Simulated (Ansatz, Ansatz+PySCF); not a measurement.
```xyz
5

C     0.0000    0.0000   -0.5692
F     0.0000    0.0000    0.6851
H     0.0000   -0.9532   -0.9169
H    -0.8255    0.4766   -0.9169
H     0.8255    0.4766   -0.9169
```

RHF on singlet CH₃F was run in several spherical basis sets with Ansatz (development build ahead of 0.2.0). Caution for RHF: no unrestricted run beside it, a lower state can exist.

Rank the basis sets by the total energy that they give, lowest first, with the distance from the lowest.
A. def2-TZVP
B. def2-SVP
C. cc-pVDZ
D. cc-pVTZ
E. 6-31G(d)

A (0.00 eV), D (0.17 eV), C (1.64 eV), E (1.91 eV), B (4.73 eV).

Totals follow the description of the cores as much as that of the bonds, so this order isn't one of quality for chemistry.
